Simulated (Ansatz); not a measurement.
Input for Ansatz (development build ahead of 0.2.0):

```yaml
crystal:
  periodic: [false, false, false]
  atoms:
    - { symbol: C, position_ang: [-1.11023, 0.76807, 0.65492] }
    - { symbol: C, position_ang: [1.15428, -0.79819, -0.67357] }
    - { symbol: H, position_ang: [-1.27097, 0.33687, 1.68213] }
    - { symbol: H, position_ang: [-0.58584, 1.68268, 0.77684] }
    - { symbol: H, position_ang: [-1.94024, 0.58171, -0.01947] }
    - { symbol: H, position_ang: [1.23398, -0.21703, -1.59281] }
    - { symbol: H, position_ang: [1.73942, -0.58946, 0.22198] }
    - { symbol: H, position_ang: [0.46437, -1.65658, -0.79693] }
basis:
  gaussian: { orbitals: def2-SVP }
total_charge: 1
magnetization:
  spin_polarized: true
  initial_magnetization: 1
hamiltonian:
  xc: hf
correlation:
  method: mp2
  frozen_orbitals: { C: 1, H: 0 }
output:
  forces: true
```

The input is written out in the form of the current development build from the run's settings.

Output:

```yaml
Converged: yes
Reference_energy: -78.74588 hartree
Correlation_energy: -0.24457 hartree
Total_energy: -78.99045 hartree
Spin_squared_of_the_determinant: 0.756
Stability_test: minimum
```

Forces (eV/Å):
| atom | Fx | Fy | Fz |
| --- | --- | --- | --- |
| C1 | -0.741 | -1.362 | 2.169 |
| C2 | -1.970 | 0.169 | -0.104 |
| H3 | 0.472 | -0.343 | -1.173 |
| H4 | 0.829 | 1.107 | -0.877 |
| H5 | 0.324 | 0.058 | -0.707 |
| H6 | 0.381 | 0.406 | 0.123 |
| H7 | 0.138 | -0.175 | -0.015 |
| H8 | 0.567 | 0.140 | 0.585 |

Caution: bonds are stretched, where a single reference can fail.
